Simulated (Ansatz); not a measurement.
System: rutile TiO₂. Method: B3LYP (VWN-RPA form) in Ansatz (plane waves, PAW).

Run with plane-wave cutoff 460 eV, 6×6×8 k mesh (along the axes of the cell as run), Fermi–Dirac smearing 0.01 eV, no spin polarisation, scalar-relativistic PAW data made under PBE.

Cell (measured lattice):

```
CELL_PARAMETERS angstrom
      4.59400     0.00000     0.00000
      0.00000     4.59400     0.00000
      0.00000     0.00000     2.95800
ATOMIC_POSITIONS crystal
  Ti 0.00000 0.00000 0.00000
  Ti 0.50000 0.50000 0.50000
  O  0.30510 0.30510 0.00000
  O  0.80510 0.19490 0.50000
  O  0.19490 0.80510 0.50000
  O  0.69490 0.69490 0.00000
```

Problem. What does this level give for the band gap?

Solution. 
* **band gap**: 3.67 eV (on the SCF k mesh) (direct)

Note: cell and atoms aren't relaxed at this level (pressure 2.9 GPa).

Computed values are for the static lattice.

Ansatz is a first-principles code.
